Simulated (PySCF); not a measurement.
## LiS⁻ from Hartree–Fock to correlated methods

State: ¹Σ⁺ (singlet), closed shell. Set-up: Li def2-SVPD, S def2-SVPD; no relativity (PySCF 2.14). De refers to Li + S⁻ in their high-spin ground configurations, without counterpoise correction. A positive dipole points towards S; it is taken about the centre of mass and depends on that origin.

```
      Level  Re (Å)  ωe (cm⁻¹)  De (eV)  μ (D)
        RHF   2.072        673      n/a  -6.84
    RHF-MP2   2.110        610      n/a    n/a
RHF-SCS-MP2   2.107        614      n/a    n/a
   RHF-CCSD   2.096        629      n/a    n/a
RHF-CCSD(T)   2.114        601      n/a    n/a
        PBE   2.087        619     2.48  -4.44
     r²SCAN   2.087        631     2.41  -5.10
    r²SCANh   2.080        640     2.36  -5.41
       PBE0   2.068        650     2.30  -5.48
       MN15   2.078        631     2.82  -5.56
     M06-2X   2.060        665     2.49  -5.85
```

The bond length runs from 2.060 Å (M06-2X) to 2.114 Å (RHF-CCSD(T)). De spans 2.30 eV (PBE0, global hybrid GGA) to 2.82 eV (MN15, hybrid meta-GGA).

Correlated steps freeze 5 core orbitals. For an ion De counts to the pair picked by the measured ionisation energies or electron affinities, which need not be the lowest pair at this level. The highest Kohn–Sham level is positive in this anion. Much of that is self-interaction error, but it also means that the finite basis helps to hold the extra electron. The CCSD T1 diagnostic is raised, a sign that a single reference may not be enough here.
